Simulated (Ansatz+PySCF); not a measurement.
A calculation with Ansatz (development build ahead of 0.2.0).

```yaml
crystal:
  periodic: [false, false, false]
  atoms:
    - { symbol: C, position_ang: [0.05525, 0.0, -1.6034] }
    - { symbol: C, position_ang: [-0.52706, 0.0, -0.27136] }
    - { symbol: C, position_ang: [0.15941, 0.75687, 0.89893] }
    - { symbol: C, position_ang: [0.15941, -0.75687, 0.89893] }
    - { symbol: H, position_ang: [1.13085, 0.0, -1.73579] }
    - { symbol: H, position_ang: [-0.56878, 0.0, -2.48652] }
    - { symbol: H, position_ang: [-1.61126, 0.0, -0.2365] }
    - { symbol: H, position_ang: [-0.48418, 1.27786, 1.59823] }
    - { symbol: H, position_ang: [1.08527, 1.27095, 0.66961] }
    - { symbol: H, position_ang: [-0.48418, -1.27786, 1.59823] }
    - { symbol: H, position_ang: [1.08527, -1.27095, 0.66961] }
basis:
  gaussian: { orbitals: cc-pVTZ }
magnetization:
  spin_polarized: true
  initial_magnetization: 1
hamiltonian:
  xc: hf
correlation:
  method: mp2
  frozen_orbitals: { C: 1, H: 0 }
output:
  forces: true
```

The input is written out in the form of the current development build from the run's settings.

The run gave:

```json
{"Converged": "yes", "Reference energy": "-155.51916 hartree", "Correlation energy": "-0.65470 hartree", "Total energy": "-156.17387 hartree", "Spin squared of the determinant": "0.770", "Stability test": "minimum", "Occupied orbitals by symmetry in an Abelian subgroup (alpha; beta)": "11 A' 5 A''; 11 A' 4 A''"}
```

Forces (eV/Å):
```tsv
atom	Fx	Fy	Fz
C1	0.160	0.000	-0.037
C2	0.353	0.000	0.885
C3	-0.231	-0.643	-0.427
C4	-0.231	0.643	-0.427
H5	-0.175	0.000	0.055
H6	0.087	0.000	0.176
H7	0.172	0.000	0.074
H8	0.038	-0.147	-0.111
H9	-0.105	-0.145	-0.039
H10	0.038	0.147	-0.111
H11	-0.105	0.145	-0.039
```
